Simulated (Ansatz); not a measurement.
**Nudged elastic band run: BClH5N**

The input (input.yaml):

```yaml
crystal:
  periodic: [false, false, false]
  atoms:
    - { symbol: B, position_ang: [0.056077, -0.485911, 0.212801] }
    - { symbol: "N", position_ang: [0.03394, -0.257442, 1.589676] }
    - { symbol: H, position_ang: [-0.793839, -0.357164, 2.141401] }
    - { symbol: H, position_ang: [0.865711, -0.143581, 2.132629] }
    - { symbol: H, position_ang: [1.102188, -0.437927, -0.373037] }
    - { symbol: H, position_ang: [-0.973834, -0.707378, -0.361611] }
    - { symbol: Cl, position_ang: [-0.437272, 3.404303, 1.258755] }
    - { symbol: H, position_ang: [-0.273471, 2.147399, 1.395488] }
basis:
  gaussian: { orbitals: def2-SVP }
hamiltonian:
  xc: hf
neb:
  order_check: false
  images: 7
  f_tol: 0.05
  max_iterations: 60
  initial_path: linear
  final_atoms:
    - { symbol: B, position_ang: [-0.00670995, 0.43246864, 0.17711382] }
    - { symbol: "N", position_ang: [-0.12730172, 0.17548103, 1.79841161] }
    - { symbol: H, position_ang: [-0.2917982, -0.79896137, 1.99951688] }
    - { symbol: H, position_ang: [0.72083819, 0.46232283, 2.26252368] }
    - { symbol: H, position_ang: [0.94150976, -0.21974683, -0.18926969] }
    - { symbol: H, position_ang: [-1.07548245, 0.11325839, -0.28611126] }
    - { symbol: Cl, position_ang: [0.30438866, 2.28021915, 0.05084422] }
    - { symbol: H, position_ang: [-0.8859443, 0.71725718, 2.18307274] }
```

Launched with:

```bash
$ ansatz run input.yaml --threads 1 --pin off --max-ram 2048MiB --backend cpu --events-out ev --progress --plain --runs-dir out
```

Output, in part (warnings, iteration lines, the closing report on the highest movable image, with atoms numbered from 0):

```
NEB end point (image 0): max|allowed force component| = 1.128e-2 eV/Å (the criterion of neb.relax_end_points is 1.000e-2)
NEB end point (image 8): max|allowed force component| = 1.248e-2 eV/Å (the criterion of neb.relax_end_points is 1.000e-2)
NEB iter   1: max|band force component| = 1.687e1 eV/Å  barrier→ = 3.7869 eV  barrier← = 4.2598 eV  Δτ_max = 0.2000 Å  (313 SCF iters)
NEB iter   2: max|band force component| = 2.209e0 eV/Å  barrier→ = 1.7237 eV  barrier← = 2.1966 eV  Δτ_max = 0.2000 Å  (220 SCF iters)
NEB iter   3: max|band force component| = 2.761e0 eV/Å  barrier→ = 1.2725 eV  barrier← = 1.7455 eV  Δτ_max = 0.1022 Å  (221 SCF iters)
NEB iter   4: max|band force component| = 9.176e-1 eV/Å  barrier→ = 1.1707 eV  barrier← = 1.6436 eV  Δτ_max = 0.1993 Å  (226 SCF iters)
NEB iter   5: max|band force component| = 9.155e-1 eV/Å  barrier→ = 1.1224 eV  barrier← = 1.5953 eV  Δτ_max = 0.1015 Å  (218 SCF iters)
NEB iter   6: max|band force component| = 7.983e-1 eV/Å  barrier→ = 1.0311 eV  barrier← = 1.5040 eV  Δτ_max = 0.1924 Å  (210 SCF iters)
NEB iter   7: max|band force component| = 1.759e0 eV/Å  barrier→ = 0.8391 eV  barrier← = 1.3120 eV  Δτ_max = 0.0987 Å  (217 SCF iters)
NEB iter   8: max|band force component| = 6.084e-1 eV/Å  barrier→ = 0.7246 eV  barrier← = 1.1975 eV  Δτ_max = 0.0286 Å  (212 SCF iters)
NEB iter   9: max|band force component| = 1.431e0 eV/Å  barrier→ = 0.7337 eV  barrier← = 1.2066 eV  CI = image 4  Δτ_max = 0.2000 Å  (207 SCF iters)
NEB iter  10: max|band force component| = 2.415e0 eV/Å  barrier→ = 1.3234 eV  barrier← = 1.7964 eV  CI = image 4  Δτ_max = 0.0983 Å  (209 SCF iters)
NEB iter  11: max|band force component| = 1.124e0 eV/Å  barrier→ = 1.1635 eV  barrier← = 1.6364 eV  CI = image 4  Δτ_max = 0.0990 Å  (199 SCF iters)
NEB iter  12: max|band force component| = 3.886e-1 eV/Å  barrier→ = 1.0771 eV  barrier← = 1.5500 eV  CI = image 4  Δτ_max = 0.0654 Å  (201 SCF iters)
NEB iter  13: max|band force component| = 2.449e-1 eV/Å  barrier→ = 1.0530 eV  barrier← = 1.5259 eV  CI = image 4  Δτ_max = 0.1088 Å  (204 SCF iters)
NEB iter  14: max|band force component| = 1.732e-1 eV/Å  barrier→ = 1.0362 eV  barrier← = 1.5091 eV  CI = image 4  Δτ_max = 0.0400 Å  (225 SCF iters)
NEB iter  15: max|band force component| = 1.874e-1 eV/Å  barrier→ = 1.0324 eV  barrier← = 1.5053 eV  CI = image 4  Δτ_max = 0.0125 Å  (198 SCF iters)
NEB iter  16: max|band force component| = 8.687e-2 eV/Å  barrier→ = 1.0307 eV  barrier← = 1.5036 eV  CI = image 4  Δτ_max = 0.0091 Å  (174 SCF iters)
NEB iter  17: max|band force component| = 4.584e-2 eV/Å  barrier→ = 1.0303 eV  barrier← = 1.5032 eV  CI = image 4  Δτ_max = 0.0000 Å  (416 SCF iters)
Total energy: -14730.57238779 eV, -541.3385505108 hartree
Atom 0 at     0.013931     0.050242     0.157446 Å, force     0.003726     0.002472    -0.003131 eV/Å
Atom 1 at     0.030536    -0.001708     1.654313 Å, force    -0.006544    -0.023770    -0.006877 eV/Å
Atom 2 at    -0.716262    -0.507157     2.099698 Å, force     0.001312    -0.001035     0.004664 eV/Å
Atom 3 at     0.914930    -0.192114     2.093813 Å, force     0.001710     0.013746     0.003455 eV/Å
Atom 4 at     1.053772     0.205549    -0.395064 Å, force     0.001800    -0.002497    -0.002068 eV/Å
Atom 5 at    -1.006822    -0.214373    -0.389111 Å, force    -0.002612     0.003487     0.001000 eV/Å
Atom 6 at    -0.509667     2.651855     1.064756 Å, force    -0.001100     0.018602    -0.007662 eV/Å
Atom 7 at    -0.200919     1.170006     1.710252 Å, force     0.001708    -0.011004     0.010619 eV/Å
Dipole moment:     0.283129    -1.391145     0.433998 e Å
```

The forces met the threshold. Another band between the same ends (7 images) ends at a top of the same energy, where a vibrational analysis finds 1 clearly imaginary mode. The orbitals stay closed-shell, which can raise the energy where a bond breaks towards radicals; this wasn't checked here.

Final band (atoms are numbered from 1 in the order of the input):

| image | path coordinate (Å) | energy (eV) | Cl7–H8 (Å) | B1–Cl7 (Å) | N2–H8 (Å) |
| --- | --- | --- | --- | --- | --- |
| 0 | 0.00 | 0.00 | 1.27 | 4.06 | 2.43 |
| 1 | 0.43 | 0.01 | 1.27 | 3.75 | 2.38 |
| 2 | 0.87 | 0.08 | 1.28 | 3.36 | 2.11 |
| 3 | 1.30 | 0.38 | 1.32 | 2.99 | 1.72 |
| 4 | 1.73 | 1.03 | 1.65 | 2.80 | 1.20 |
| 5 | 2.37 | 0.31 | 1.97 | 2.21 | 1.02 |
| 6 | 3.00 | -0.38 | 2.55 | 1.89 | 1.01 |
| 7 | 3.63 | -0.43 | 2.69 | 1.88 | 1.01 |
| 8 | 4.26 | -0.47 | 2.90 | 1.88 | 1.01 |

Time of the run: 100 s on 1 thread of Arm Neoverse V1, with other jobs on the host, peak memory 0.13 GiB.
